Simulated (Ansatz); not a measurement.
**Eu, bcc: geometry optimisation**

All numbers below come from DFT, PBE, plane waves (420 eV) with PAW, scalar-relativistic in Ansatz.

k-point mesh 7×7×7, Fermi-Dirac smearing 0.05 eV, starting moments 7.00, -7.00 μB. Cell and atoms relax.

Starting structure:

```
Eu
1.0
     4.55100    0.00000    0.00000
     0.00000    4.55100    0.00000
     0.00000    0.00000    4.55100
Eu
2
Direct
  0.00000 0.00000 0.00000
  0.50000 0.50000 0.50000
```

Task: The pressure at the start is -1.2 GPa. By how much does the volume change?

Result: From 47.13 to 42.66 Å³ per atom, -9.5 %. The final cell has a = 4.402 Å.

Task: How much energy does the relaxation gain?

Result: 18.0 meV per atom.

Task: Which magnetic state does it end in?

Result: antiferromagnetic, largest moment 6.89 μB in the atomic sphere; moments 6.89, -6.89 μB.

Real europium orders as a helical antiferromagnet, which these cells can't hold.

With an open f shell the SCF can settle in more than one state.
